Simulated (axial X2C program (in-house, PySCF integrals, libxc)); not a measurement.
**What spin–orbit coupling does to OH⁻**

Calculated with an in-house all-electron X2C program for linear molecules (integrals from PySCF). Spin-free means the one-electron spin-free X2C Hamiltonian; two-component (2c) means X2C with spin–orbit coupling and atomic mean-field two-electron Coulomb and Gaunt terms, so the difference of the two also holds small scalar two-electron terms. Basis: O dyall-av3z [7s6p3d2f], H dyall-av3z [7s3p2d] (cores contracted in-house); Gaussian nuclei, density fitting, unrestricted open shells. Masses: O 15.995 u, H 1.008 u.

Spin-free state: M_S = 0, Λ = 0 (closed shell); fragments O- + H for PBE0, MP2, CCSD, CCSD(T), r2SCAN0; O + H- for HF.

| level | Re (Å) | ωe (cm⁻¹) | De (eV) | μ (D) |
| --- | --- | --- | --- | --- |
| PBE0 | 0.962 | 3816.9 | 4.794 | 1.11 |
| HF | 0.943 | 4061.8 | n/a | 1.27 |
| MP2 | 0.968 | 3791.8 | 5.185 | n/a |
| CCSD | 0.965 | 3767.8 | 4.854 | n/a |
| CCSD(T) | 0.968 | 3719.0 | 4.949 | n/a |
| r2SCAN0 | 0.957 | 3868.1 | 4.711 | 1.14 |

Correlated methods: 8 electrons correlated (number of frozen shells: O 1 s; H none), 146 virtual spin orbitals or spinors in MP2, 88 natural virtuals in coupled cluster.

Dipoles are positive if H is the positive end and refer to the centre of mass.

Two-component determinant lowest at the distance of the search:

Ω = 0 (closed shell); fragments O- + H for PBE0, MP2, CCSD, CCSD(T), r2SCAN0; O + H- for HF.

```csv
level,Re (Å),ωe (cm⁻¹),De (eV),μ (D)
PBE0,0.962,3817.3,4.795,1.11
HF,0.943,4062.2,n/a,1.27
MP2,0.968,3792.1,5.186,n/a
CCSD,0.964,3768.7,4.853,n/a
CCSD(T),0.968,3719.9,4.946,n/a
r2SCAN0,0.957,3868.5,4.712,1.13
```

Q: From the two tables, how do the constants change at the CCSD(T) level (2c against spin-free)?

A: At the CCSD(T) level Re is unchanged within 0.001 Å and ωe goes up by 0.9 cm⁻¹; De changes by -0.003 eV.

The state is one determinant whose occupation by symmetry is held fixed; it was picked as the lowest of a PBE0 search that is not exhaustive. Closed shells are restricted here (equal orbitals for both partners); the stretched side of such a curve lies too high. De is counted from the lowest determinant-based energies of the atoms at the same level, without counterpoise correction. De is not given where an atomic determinant may have missed its ground term or J level, or where the truncated virtual space spoils (T). CCSD and (T) use frozen natural virtuals with an MP2 correction for the truncation; (T) itself is uncorrected, so its De runs slightly low. In 2c an atomic determinant is not the ground J level, so De misses part of the atomic spin–orbit lowering. This holds for PBE0, r2SCAN0. Without a current term, density functionals place determinants with orbital angular momentum somewhat too high. The highest occupied level of some functionals is positive through self-interaction error; at Hartree–Fock it is bound.
